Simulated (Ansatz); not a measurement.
Ansatz (a first-principles code) input (PBE-QIDH/def2-TZVPD):

Ansatz 0.2 input:
```yaml
crystal:
  periodic: [false, false, false]
  atoms:
    - {symbol: C, position_ang: [-0.05249934, 0.66361634, -0.00082491]}
    - {symbol: O, position_ang: [-0.03987542, -0.75703536, 0.00178984]}
    - {symbol: H, position_ang: [-1.09784462, 0.96908472, 0.00748358]}
    - {symbol: H, position_ang: [0.87401456, -1.05773522, -0.00540936]}
    - {symbol: H, position_ang: [0.43649641, 1.08332517, 0.88540014]}
    - {symbol: H, position_ang: [0.42133308, 1.07991017, -0.89684359]}
basis:
  gaussian:
    orbitals: def2-TZVPD
hamiltonian:
  xc: {name: PBE-QIDH}
magnetization: {spin_polarized: false}
correlation: {electrons: outside_noble_gas}
```

End of the output:

```
integrals: 0.07 GiB planned
793 factors; integrals over basis functions are off by at most 8.9e-4 eV
mean field: 0.33 GiB planned
mean field evaluation 1: about -3139.7520 eV, gradient 3.5e1 eV
mean field evaluation 2: about -3139.7512 eV, gradient 3.5e1 eV
mean field evaluation 4: about -3141.9441 eV, gradient 2.9e0 eV
mean field evaluation 8: about -3141.9607 eV, gradient 2.3e-2 eV
mean field evaluation 16: about -3141.9607 eV, gradient 3.8e-6 eV
mean field -3141.96071733 eV, -115.4649266645 hartree, gradient 3.8e-6 eV, S^2 0.000000; 0 other end points of the search recorded, 0 dependent functions left out
2 core orbitals not correlated
reference -3141.96072933 eV, -115.4649271055 hartree; 7, 7 occupied and 104, 104 virtual orbitals, 793 factors
second order -12.74518826 eV of doubles, -0.00000000 eV of singles
Total energy: -3146.20912542 eV, -115.6210527820 hartree
```
